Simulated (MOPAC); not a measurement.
MOPAC input (MNDO):

```
MNDO 1SCF GEO-OK AUX(PRECISION=9) THREADS=1
C2H5NO

O     0.40729498 1    1.27979630 1    0.29460394 1
C     0.08163148 1    0.13868104 1    0.03256419 1
N     0.99861611 1   -0.84680311 1   -0.18123877 1
C    -1.37105389 1   -0.27916763 1   -0.07797619 1
H     0.73494507 1   -1.78997243 1   -0.39805759 1
H    -1.84573602 1    0.32224419 1   -0.85323023 1
H    -1.50787858 1   -1.33524955 1   -0.31016180 1
H    -1.86875914 1   -0.05203685 1    0.86465332 1
H     1.97529047 1   -0.61281436 1   -0.11889194 1
```

Output:

```
 *******************************************************************************
 **                                                                           **
 **                              MOPAC v23.2.5                                **
 **                                                                           **
 *******************************************************************************
 ** MOPAC's Digital Object Identifier: https://doi.org/10.5281/zenodo.6511958 **
 **                                                                           **
 ** Please cite the open-source release paper for use of this MOPAC version:  **
 ** J. E. Moussa and J. J. P. Stewart (2026)                                  **
 ** MOPAC: An open-source semiempirical molecular orbital program             **
 ** J. Open Source Softw., 11(119), 8025, https://doi.org/10.21105/joss.08025 **
 *******************************************************************************

                              MNDO CALCULATION RESULTS

 *******************************************************************************
 *  MNDO       - The MNDO Hamiltonian to be used
 *  GEO-OK     - OVERRIDE INTERATOMIC DISTANCE AND OTHER SAFETY CHECKS
 *  1SCF       - DO 1 SCF AND THEN STOP
 *  AUX        - OUTPUT AUXILIARY INFORMATION
 *******************************************************************************
MNDO 1SCF GEO-OK AUX(PRECISION=9) THREADS=1
 C2H5NO

   ATOM   CHEMICAL          X               Y               Z
  NUMBER   SYMBOL      (ANGSTROMS)     (ANGSTROMS)     (ANGSTROMS)

     1       O          0.40729498  *   1.27979630  *   0.29460394  *
     2       C          0.08163148  *   0.13868104  *   0.03256419  *
     3       N          0.99861611  *  -0.84680311  *  -0.18123877  *
     4       C         -1.37105389  *  -0.27916763  *  -0.07797619  *
     5       H          0.73494507  *  -1.78997243  *  -0.39805759  *
     6       H         -1.84573602  *   0.32224419  *  -0.85323023  *
     7       H         -1.50787858  *  -1.33524955  *  -0.31016180  *
     8       H         -1.86875914  *  -0.05203685  *   0.86465332  *
     9       H          1.97529047  *  -0.61281436  *  -0.11889194  *

          CARTESIAN COORDINATES

    NO.       ATOM           X           Y           Z

     1         O          0.4073      1.2798      0.2946
     2         C          0.0816      0.1387      0.0326
     3         N          0.9986     -0.8468     -0.1812
     4         C         -1.3711     -0.2792     -0.0780
     5         H          0.7349     -1.7900     -0.3981
     6         H         -1.8457      0.3222     -0.8532
     7         H         -1.5079     -1.3352     -0.3102
     8         H         -1.8688     -0.0520      0.8647
     9         H          1.9753     -0.6128     -0.1189

  H: (MNDO): M.J.S. DEWAR, W. THIEL, J. AM. CHEM. SOC., 99, 4899, (1977)
  C: (MNDO): M.J.S. DEWAR, W. THIEL, J. AM. CHEM. SOC., 99, 4899, (1977)
  N: (MNDO): M.J.S. DEWAR, W. THIEL, J. AM. CHEM. SOC., 99, 4899, (1977)
  O: (MNDO): M.J.S. DEWAR, W. THIEL, J. AM. CHEM. SOC., 99, 4899, (1977)

           Empirical Formula: C2 H5 N O  =     9 atoms

      MOLECULAR POINT GROUP   :   Cs

      RHF CALCULATION, NO. OF DOUBLY OCCUPIED LEVELS = 12

 -------------------------------------------------------------------------------
 MNDO 1SCF GEO-OK AUX(PRECISION=9) THREADS=1
 C2H5NO

     1SCF WAS SPECIFIED, SO BFGS WAS NOT USED
     SCF FIELD WAS ACHIEVED

                              MNDO CALCULATION
                                                       MOPAC v23.2.5 Linux

          FINAL HEAT OF FORMATION =        -43.89751 KCAL/MOL =    -183.66716 KJ/MOL

          COSMO AREA              =         95.41 SQUARE ANGSTROMS
          COSMO VOLUME            =         77.81 CUBIC ANGSTROMS

          IONIZATION POTENTIAL    =         10.697398 EV
          HOMO LUMO ENERGIES (EV) =        -10.697  1.519
          NO. OF FILLED LEVELS    =         12
          MOLECULAR WEIGHT        =         59.0676         POINT GROUP:  Cs

          MOLECULAR DIMENSIONS (Angstroms)

            Atom       Atom       Distance
            H     9    H     8     4.00731
            O     1    H     5     3.02910
            H     6    H     9     1.71119

          SCF CALCULATIONS        =          1

   ATOM   CHEMICAL          X               Y               Z
  NUMBER   SYMBOL      (ANGSTROMS)     (ANGSTROMS)     (ANGSTROMS)

     1       O          0.40729498  *   1.27979630  *   0.29460394  *
     2       C          0.08163148  *   0.13868104  *   0.03256419  *
     3       N          0.99861611  *  -0.84680311  *  -0.18123877  *
     4       C         -1.37105389  *  -0.27916763  *  -0.07797619  *
     5       H          0.73494507  *  -1.78997243  *  -0.39805759  *
     6       H         -1.84573602  *   0.32224419  *  -0.85323023  *
     7       H         -1.50787858  *  -1.33524955  *  -0.31016180  *
     8       H         -1.86875914  *  -0.05203685  *   0.86465332  *
     9       H          1.97529047  *  -0.61281436  *  -0.11889194  *

                             CARTESIAN COORDINATES

   1    O        0.407294980     1.279796300     0.294603940
   2    C        0.081631480     0.138681040     0.032564190
   3    N        0.998616110    -0.846803110    -0.181238770
   4    C       -1.371053890    -0.279167630    -0.077976190
   5    H        0.734945070    -1.789972430    -0.398057590
   6    H       -1.845736020     0.322244190    -0.853230230
   7    H       -1.507878580    -1.335249550    -0.310161800
   8    H       -1.868759140    -0.052036850     0.864653320
   9    H        1.975290470    -0.612814360    -0.118891940

           Empirical Formula: C2 H5 N O  =     9 atoms

      MOLECULAR POINT GROUP   :   Cs

                  EIGENVALUES
 -43.51923 -35.08986 -31.40512 -21.67117 -18.72675 -17.32171 -15.59822 -14.89604
 -14.31996 -13.56592 -10.89011 -10.69740   1.51881   2.57727   3.67224   3.91103
   3.95967   5.34049   5.79798   6.47946   8.02124

              NET ATOMIC CHARGES AND DIPOLE CONTRIBUTIONS

  ATOM NO.   TYPE          CHARGE      No. of ELECS.   s-Pop       p-Pop
    1          O          -0.368786        6.3688     1.88411     4.48468
    2          C           0.337889        3.6621     1.19900     2.46311
    3          N          -0.414474        5.4145     1.45720     3.95727
    4          C           0.009534        3.9905     1.21038     2.78009
    5          H           0.194121        0.8059     0.80588
    6          H           0.023041        0.9770     0.97696
    7          H           0.005154        0.9948     0.99485
    8          H           0.023214        0.9768     0.97679
    9          H           0.190308        0.8097     0.80969
 DIPOLE           X         Y         Z       TOTAL
 POINT-CHG.    -0.599    -2.601    -0.597     2.735
 HYBRID         0.171    -0.690    -0.156     0.728
 SUM           -0.428    -3.291    -0.754     3.404

          ATOMIC ORBITAL ELECTRON POPULATIONS

     Atom    s        px        py        pz
    1  O   1.88411   1.83337   1.22717   1.42414
    2  C   1.19900   0.87094   0.82949   0.76269
    3  N   1.45720   1.07567   1.09976   1.78184
    4  C   1.21038   0.90679   0.92371   0.94959
    5  H   0.80588
    6  H   0.97696
    7  H   0.99485
    8  H   0.97679
    9  H   0.80969

 **********************
 *                    *
 * JOB ENDED NORMALLY *
 *                    *
 **********************

 == MOPAC DONE ==
```
